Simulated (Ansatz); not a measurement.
This Ansatz (a first-principles code) input (MP2/cc-pCVQZ) gives -337.49263 Eh with 336 basis functions. A basis named .json is the Basis Set Exchange file of that set (core-valence sets with the plain set on hydrogen).

Ansatz 0.2 input:
```yaml
crystal:
  periodic: [false, false, false]
  atoms:
    - {symbol: C, position_ang: [0.00171763, -0.00263817, 0.32505308]}
    - {symbol: F, position_ang: [-0.01708335, 1.26042782, -0.06192073]}
    - {symbol: F, position_ang: [1.09904525, -0.61482395, -0.08303830]}
    - {symbol: F, position_ang: [-1.08310698, -0.64384509, -0.07174301]}
basis:
  gaussian:
    orbitals: cc-pCVQZ.json
magnetization: {spin_polarized: true, initial_magnetization: 1}
correlation: {method: mp2, frozen_orbitals: {C: 0, F: 0}}
```

Change:
```diff
- correlation: {method: mp2, frozen_orbitals: {C: 0, F: 0}}
+ correlation: {method: mp2, electrons: outside_noble_gas}
```

**Question.** What does the run give now?

**Answer.** -337.25834 Eh (MP2/cc-pCVQZ, 336 functions), a change of +234.29 mEh.
